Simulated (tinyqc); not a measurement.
Worked calculation: Pariser-Parr-Pople SCF with singles CI, for the molecule OC=C1C=C1 (SMILES; centres numbered as the heavy atoms are written). Computed by tinyqc, a small Python program that keeps every step. Settings: charge = 0, gamma = Ohno, start = core, damping = 0.5, iteration cap = 66, excitations kept = 9. Command: `OMP_NUM_THREADS=1 python tinyqc.py 25068 25069 out.jsonl` (the two numbers bound the seeds that draw the settings). One thread of a shared host (Intel(R) Xeon(R) Processor @ 2.60GHz), about 0.01 s of CPU time with the checks. Later iterations appear only in the table of the cycle.

## PPP integrals

Centres (angstrom, eV; a flat drawing with bonds scaled to 1.40 angstrom):
```
centre          x          y  core charge z          W   gamma_rr
1O      -2.084000   0.387000              2  33.000000  21.500000
2C      -1.065000  -0.573000              1  11.160000  11.130000
3C       0.276000  -0.170000              1  11.160000  11.130000
4C       1.638000  -0.492000              1  11.160000  11.130000
5C       1.236000   0.849000              1  11.160000  11.130000
```

Resonance integrals (eV):
```
i  j       beta
1  2  -2.080000
2  3  -2.220000
3  4  -2.220000
4  5  -2.220000
5  3  -2.220000
```

Ohno: gamma = 14.399645/sqrt(R^2 + a^2), a = 2 x 14.399645/(gamma_rr + gamma_ss); H_rr = -W_r - sum_(s != r) z_s gamma_rs; H_rs = beta for bonds.

repulsion gamma_rs (eV), order 1O, 2C, 3C, 4C, 5C:
$$\begin{pmatrix}
21.500000 & 8.700816 & 5.580237 & 3.668784 & 4.154253 \\
8.700816 & 11.130000 & 7.553145 & 4.803457 & 4.802411 \\
5.580237 & 7.553145 & 11.130000 & 7.555184 & 7.553903 \\
3.668784 & 4.803457 & 7.555184 & 11.130000 & 7.553982 \\
4.154253 & 4.802411 & 7.553903 & 7.553982 & 11.130000
\end{pmatrix}$$

core matrix H (eV), order 1O, 2C, 3C, 4C, 5C:
$$\begin{pmatrix}
-55.104092 & -2.080000 & 0.000000 & 0.000000 & 0.000000 \\
-2.080000 & -45.720646 & -2.220000 & 0.000000 & 0.000000 \\
0.000000 & -2.220000 & -44.982707 & -2.220000 & -2.220000 \\
0.000000 & 0.000000 & -2.220000 & -38.410192 & -2.220000 \\
0.000000 & 0.000000 & -2.220000 & -2.220000 & -39.378802
\end{pmatrix}$$

## Starting guess

pi electrons, sum of z_r less the charge = 6

Orbitals of the core matrix H.

P at the start, order 1O, 2C, 3C, 4C, 5C:
$$\begin{pmatrix}
1.998823 & 0.008993 & -0.025276 & 0.025389 & 0.031432 \\
0.008993 & 1.931277 & 0.193240 & -0.197203 & -0.237510 \\
-0.025276 & 0.193240 & 1.456013 & 0.581332 & 0.645077 \\
0.025389 & -0.197203 & 0.581332 & 0.272298 & 0.304910 \\
0.031432 & -0.237510 & 0.645077 & 0.304910 & 0.341588
\end{pmatrix}$$

## Iteration 1: Fock matrix

F_rr = H_rr + P_rr gamma_rr / 2 + sum_(s != r) P_ss gamma_rs; F_rs = H_rs - P_rs gamma_rs / 2; E = tr P (H + F) / 2 + core repulsion sum_(r<s) z_r z_s gamma_rs.

F (eV), order 1O, 2C, 3C, 4C, 5C:
$$\begin{pmatrix}
-6.270106 & -2.119121 & 0.070524 & -0.046574 & -0.065287 \\
-2.119121 & -3.635796 & -2.949784 & 0.473629 & 0.570309 \\
0.070524 & -2.949784 & -6.501282 & -4.416034 & -4.656426 \\
-0.046574 & 0.473629 & -4.416034 & -6.703995 & -3.371641 \\
-0.065287 & 0.570309 & -4.656426 & -3.371641 & -6.843941
\end{pmatrix}$$

pi energy = -87.754967 eV

## Iteration 1: orbitals and new P

Diagonalise F (the basis is taken as orthonormal) and form P = 2 sum c c over the lowest orbitals; 0.5 of the old P is kept.

orbital energies (eV): [-15.131314, -7.709419, -4.338052, -3.404039, 0.627704]

P after iteration 1, order 1O, 2C, 3C, 4C, 5C:
$$\begin{pmatrix}
1.959403 & 0.127172 & -0.139881 & 0.075166 & 0.072859 \\
0.127172 & 1.589343 & 0.487012 & -0.281668 & -0.302408 \\
-0.139881 & 0.487012 & 1.322936 & 0.475290 & 0.518257 \\
0.075166 & -0.281668 & 0.475290 & 0.536208 & 0.562954 \\
0.072859 & -0.302408 & 0.518257 & 0.562954 & 0.592111
\end{pmatrix}$$

## Iteration 2: Fock matrix

As before.

F (eV), order 1O, 2C, 3C, 4C, 5C:
$$\begin{pmatrix}
-8.402628 & -2.633252 & 0.390284 & -0.137884 & -0.151337 \\
-2.633252 & -4.416013 & -4.059236 & 0.676491 & 0.726144 \\
0.390284 & -4.059236 & -6.158203 & -4.015452 & -4.177432 \\
-0.137884 & 0.676491 & -4.015452 & -6.135411 & -4.346272 \\
-0.151337 & 0.726144 & -4.177432 & -4.346272 & -6.267340
\end{pmatrix}$$

pi energy = -91.433484 eV

## Iteration 2: orbitals and new P

As before.

orbital energies (eV): [-14.812285, -9.903588, -6.049201, -1.855811, 1.241290]

P after iteration 2, order 1O, 2C, 3C, 4C, 5C:
$$\begin{pmatrix}
1.937355 & 0.192818 & -0.203624 & 0.092927 & 0.090449 \\
0.192818 & 1.400278 & 0.651499 & -0.307940 & -0.317829 \\
-0.203624 & 0.651499 & 1.239378 & 0.406721 & 0.435237 \\
0.092927 & -0.307940 & 0.406721 & 0.690002 & 0.710809 \\
0.090449 & -0.317829 & 0.435237 & 0.710809 & 0.732987
\end{pmatrix}$$

## Convergence

Stop when output and input P, before any damping, agree to 1e-7.

Course of the cycle:
```
iteration        E (eV)  largest |P(out) - P(in)|
1          -87.75496709                  6.84e-01
2          -91.43348434                  3.78e-01
3          -93.73415259                  2.01e-01
4          -95.04243906                  1.06e-01
5          -95.75467295                  6.13e-02
6          -96.13372324                  3.68e-02
7          -96.33284231                  2.45e-02
8          -96.43658638                  1.68e-02
9          -96.49033460                  1.15e-02
10         -96.51806464                  7.84e-03
11         -96.53232436                  5.35e-03
...                 ...                       ...
44         -96.54727305                  6.71e-07
45         -96.54727305                  5.48e-07
46         -96.54727305                  4.49e-07
47         -96.54727305                  3.67e-07
48         -96.54727305                  3.01e-07
49         -96.54727305                  2.47e-07
50         -96.54727305                  2.02e-07
51         -96.54727305                  1.66e-07
52         -96.54727305                  1.36e-07
53         -96.54727305                  1.11e-07
54         -96.54727305                  9.14e-08
```

Converged in 54 iterations.

## Converged orbitals

Charges are z - P_rr.

orbital energies (eV): [-14.620665, -12.504720, -8.196612, 0.043490, 1.768733]

coefficients, order 1O, 2C, 3C, 4C, 5C:
$$\begin{pmatrix}
0.251570 & 0.820012 & -0.470291 & 0.003569 & 0.207622 \\
0.362136 & 0.375833 & 0.568089 & -0.004259 & -0.636289 \\
0.557385 & -0.078586 & 0.463314 & 0.000805 & 0.684460 \\
0.496459 & -0.300347 & -0.344017 & 0.708683 & -0.206739 \\
0.498418 & -0.299910 & -0.350847 & -0.705505 & -0.201997
\end{pmatrix}$$

pi charges: 1O 0.086239, 2C -0.190237, 3C -0.063028, 4C 0.089944, 5C 0.077081

## Singles CI, singlets

Over the 6 single excitations with the smallest orbital gaps: A = (e_a - e_i) delta + 2 (ia|jb) - (ij|ab), with (pq|rs) = sum c_mp c_mq gamma_mn c_nr c_ns. f = 2/3 w |mu|^2 in atomic units, mu = sqrt2 sum c_ia sum_m c_mi c_ma R_m.

singlet CI matrix (eV), order 3>4, 3>5, 2>4, 2>5, 1>4, 1>5:
$$\begin{pmatrix}
2.810778 & -0.019037 & -0.444615 & 0.074064 & -0.482485 & 0.019918 \\
-0.019037 & 5.133538 & -0.000559 & 0.073480 & 0.039241 & -0.195464 \\
-0.444615 & -0.000559 & 8.156177 & -0.019227 & 0.591352 & -0.011334 \\
0.074064 & 0.073480 & -0.019227 & 8.038667 & -0.076605 & -0.267700 \\
-0.482485 & 0.039241 & 0.591352 & -0.076605 & 8.585626 & -0.021472 \\
0.019918 & -0.195464 & -0.011334 & -0.267700 & -0.021472 & 9.812033
\end{pmatrix}$$

singlet excitation energies (eV): [2.740679, 5.123662, 7.740486, 7.997170, 9.074139, 9.860682]

oscillator strengths: [0.049800, 0.703307, 0.341145, 0.111001, 0.122211, 0.017280]

## Singles CI, triplets

Over the 6 single excitations with the smallest orbital gaps: A = (e_a - e_i) delta - (ij|ab), with (pq|rs) = sum c_mp c_mq gamma_mn c_nr c_ns.

triplet CI matrix (eV), order 3>4, 3>5, 2>4, 2>5, 1>4, 1>5:
$$\begin{pmatrix}
1.947946 & -0.026722 & -1.190481 & 0.035513 & 0.752705 & 0.003126 \\
-0.026722 & 1.968102 & 0.035513 & -0.042053 & 0.003126 & -1.078166 \\
-1.190481 & 0.035513 & 7.510480 & -0.065055 & 1.659826 & -0.027905 \\
0.035513 & -0.042053 & -0.065055 & 6.842926 & -0.027905 & -0.403745 \\
0.752705 & 0.003126 & 1.659826 & -0.027905 & 6.816554 & -0.001490 \\
0.003126 & -1.078166 & -0.027905 & -0.403745 & -0.001490 & 8.740521
\end{pmatrix}$$

triplet excitation energies (eV): [1.473376, 1.799148, 5.908981, 6.771383, 8.891072, 8.982570]
